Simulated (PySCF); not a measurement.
## A small calculation by hand: entropy of an ideal gas

hydrazine (H₄N₂), SMILES NN.

The structure is a stationary point at B3LYP-D3(BJ)/def2-TZVP.

B3LYP-D3(BJ)/def2-TZVP (PySCF) gives the harmonic wavenumbers 450, 799, 975, 1115, 1297, 1326, 1677, 1691, 3444, 3453, 3548, 3554 cm⁻¹ and the rotational temperatures 6.9842, 1.1696, 1.1685 K. The molar mass is 32.05 g/mol, the symmetry number 2, the spin multiplicity 1.

Q: Work out the entropy at 298.15 K and 1 atm in the rigid-rotor, harmonic-oscillator model.

A: 
Translation (Sackur–Tetrode at 1 atm): S = R[1.5 ln M + 2.5 ln T − 1.16487] = 152.0 J/(mol K).
Rotation: q = (√π/σ) T^1.5/√(θA θB θC) = 1480, S = R[ln q + 3/2] = 73.1 J/(mol K).
Vibration: with u = 1.4388 ν/T, each mode gives R[u/(e^u − 1) − ln(1 − e^−u)]:
```json
[
 {"ν (cm⁻¹)": "450", "modes": "1", "u": "2.17", "S (J/(mol K))": "3.33"},
 {"ν (cm⁻¹)": "799", "modes": "1", "u": "3.86", "S (J/(mol K))": "0.87"},
 {"ν (cm⁻¹)": "975", "modes": "1", "u": "4.71", "S (J/(mol K))": "0.43"},
 {"ν (cm⁻¹)": "1115", "modes": "1", "u": "5.38", "S (J/(mol K))": "0.25"},
 {"ν (cm⁻¹)": "1297", "modes": "1", "u": "6.26", "S (J/(mol K))": "0.12"},
 {"ν (cm⁻¹)": "1326", "modes": "1", "u": "6.40", "S (J/(mol K))": "0.10"},
 {"ν (cm⁻¹)": "1677", "modes": "1", "u": "8.09", "S (J/(mol K))": "0.02"},
 {"ν (cm⁻¹)": "1691", "modes": "1", "u": "8.16", "S (J/(mol K))": "0.02"}
]
```
The stiffer modes add less than 0.005 each. Sum 5.1 J/(mol K).
Spin: R ln 1 = 0.0 J/(mol K).
Total 230.3 J/(mol K); the program's own thermochemistry gives 230.3. Translation makes up 66 % and vibration 2 %. Anharmonicity, hindered rotation and orbital degeneracy are left out.
